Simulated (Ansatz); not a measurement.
Species: SiH$_{3}$, net charge 1, singlet state. 
Geometry from a B3LYP-D3(BJ)/def2-TZVP (Ansatz, a first-principles code) optimisation:
```xyz
4

Si     0.0000     0.0000     0.0000
H      0.0122     1.4675    -0.0088
H      1.2647    -0.7442     0.0200
H     -1.2769    -0.7232    -0.0112
```
Charge +1, spin multiplicity 1.

Basis-set convergence of Hartree-Fock and CCSD correlation energies (hartree) with Ansatz. Cores are frozen in the correlated levels unless marked. No spin-orbit coupling. Non-relativistic.

```csv
basis,functions,E(HF),"E(corr, CCSD)"
def2-SVPD,48,-290.25814,-0.11123
def2-TZVPPD,99,-290.35926,-0.12760
def2-QZVPPD,175,-290.36808,-0.13269
```

Extrapolating the two largest sets (X = 3 and 4) as X^-3: E(corr) = (64·(-0.13269) - 27·(-0.12760))/37 = -0.1364 Eh, an estimate of the basis-set limit. The largest set recovers 97.3 % of it, the smallest 81.5 %.
